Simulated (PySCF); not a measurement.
difluoromethane (CH₂F₂), SMILES FCF. Atoms are numbered in the order given.

```xyz
5

F     -1.1035     0.0000    -0.2905
C      0.0000     0.0000     0.5036
F      1.1035     0.0000    -0.2905
H      0.0000    -0.9138     1.1037
H      0.0000     0.9138     1.1037
```

Geometry optimised at ωB97X-D3(BJ)/def2-TZVP.

The numbers are results of PySCF with TDA-PBE0/def2-SVPD, not measurements.

Vertical excitations.  State labels are in the subgroup C2v.

Computed lowest excited states:
```csv
state,symmetry,energy (eV),λ (nm),f,main pairs
S1,B2,9.43,131,0.035,HOMO→LUMO 99 %
S2,A2,10.12,123,0.000,HOMO→LUMO+1 97 %
S3,B2,10.68,116,0.017,HOMO→LUMO+2 96 %
S4,A1,11.06,112,0.079,HOMO→LUMO+3 97 %
S5,B1,11.22,111,0.033,HOMO−1→LUMO 96 %
S6,A1,11.52,108,0.000,HOMO−2→LUMO 90 %
S7,A2,11.77,105,0.000,HOMO−3→LUMO 97 %
S8,A1,11.98,103,0.023,HOMO−1→LUMO+1 85 %
S9,B1,12.23,101,0.019,"HOMO−2→LUMO+1 49 %, HOMO−1→LUMO+2 44 %"
S10,B2,12.30,101,0.058,HOMO→LUMO+4 84 %
T1,B2,9.07,137,0,HOMO→LUMO 95 %
T2,A2,9.59,129,0,HOMO→LUMO+1 92 %
T3,B2,10.16,122,0,HOMO→LUMO+2 89 %
T4,A1,10.30,120,0,HOMO→LUMO+3 87 %
```
Triplets are in the Tamm–Dancoff approximation.
